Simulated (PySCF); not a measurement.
Molecule: SMILES C[PH](C)=O, C$_{2}$H$_{7}$OP.

Atoms are numbered as in `[CH3:1][PH:2]([CH3:3])=[O:4]`. Hydrogens are named by the atom that carries them.

Geometry PBE0-D3(BJ)/def2-SVP throughout; GIAO in PySCF 2.14.0 with density-fitted response routines, gas phase, one conformer, non-relativistic; equivalent atoms averaged; basis pcSseg-2.

(1) How do the shifts δ (against TMS, H3PO4, H2O at the same level) depend on the functional? (ppm; last column core-seconds on 1 thread of an Arm Neoverse V1, shared host)

(2) Which nucleus moves most, in ppm?

Results:

(1) 
```tsv
functional	kind	C1/C3	P2	O4	H(P2)	H(C1)/H(C3)	core-s
WP04	global hybrid	18.2	2.1	84.8	6.81	1.25	34
B97-2	global hybrid	18.4	-9.4	91.5	7.31	1.26	27
BHandHLYP	global hybrid	18.3	-4.1	83.7	6.88	1.24	29
CAM-B3LYP	range-separated hybrid	19.5	-9.2	95.2	7.20	1.26	44
wB97X-D	range-separated hybrid	19.0	-12.5	87.7	7.21	1.24	41
LC-wPBE	range-separated hybrid	19.2	-19.3	79.8	7.08	1.25	55
```

(2) P2 (phosphorus bonded to 2 C, O, H): from -19.3 ppm with LC-wPBE to 2.1 ppm with WP04. The smallest spread is 0.02 ppm, at H(C1)/H(C3). Proton shifts span only some 12 ppm, so a few tenths of a ppm matter as much there as several ppm in carbon.
